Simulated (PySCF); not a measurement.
## Calculated NMR parameters of dimethylamine

| Quantity | Value |
| --- | --- |
| Formula | C2H7N |
| SMILES | CNC |
| InChI | InChI=1S/C2H7N/c1-3-2/h3H,1-2H3 |
| Point group of the computed structure | Cs |
| Degrees of unsaturation | 0 |
| Carbon signals | 1 |
| Proton signals | 2 |

Mapped SMILES: `[CH3:1][NH:2][CH3:3]`; H(Xn) means a hydrogen on atom n.

[PySCF: geometry from GFN2-xTB; J couplings at B3LYP/pcJ-1 (spin–dipole term only in couplings to heteroatoms); σ from GIAO-PBE0/pcSseg-1; rapidly exchanging positions averaged; one conformer; non-relativistic; gas phase]

Shifts are taken against calculated references (same method and geometry level): ¹H, ¹³C vs TMS; ¹⁵N against NH3.

```tsv
carbon	δC, type	δH (multiplicity, J in Hz)	HMBC from (abs. J ≥ 3 Hz)	span of the C tensor (ppm)
C1/C3	41.8, CH3	2.50 (s)	H(C1)/H(C3)	65
```

Other nuclei:
| atoms | nucleus | environment | δ (ppm) | σ (ppm) |
| --- | --- | --- | --- | --- |
| H(N2) | ¹H | hydrogen on an amine nitrogen | -0.36 | 32.08 |
| N2 | ¹⁵N | amine nitrogen | 33.2 | 234.5 |

Selected couplings (Hz, signed; the shortest-range and largest first, 30 at most; isotopes ¹³C, ¹H, ¹⁵N): ¹J(C1,H(C1)) 137.0, ¹J(C1,N2) -4.1, ²J(N2,H(C1)) -1.5.

- Carbon types of the structure: 2 × CH3, leaving 1 H on heteroatoms.
- δC 41.8: methyl carbon bonded to N; deshielded by the electronegative neighbour.
- δH 2.50: hydrogen on a methyl carbon bonded to N; its carbon carries N, an electronegative neighbour.
- δH -0.36: hydrogen on an amine nitrogen; exchangeable; this is the value without hydrogen bonding to other molecules.

Exchangeable OH/NH protons stand at their gas-phase positions; hydrogen bonding in a real sample shifts them, mostly to higher δ. Shifts are as computed. Against solution values, carbons near 30 ppm lie about +3 ppm off and those near 130 ppm about +5 ppm. Of 1211 compounds with measured shifts, 218 miss one by over three times the rms of a fit or turn the order of signals round; such compounds aren't used in these exercises. Couplings to exchangeable protons are dropped. Experimental scales use liquid or dissolved standards, which lie at an offset from isolated NH3 (liquid NH3: subtract about 20 ppm).
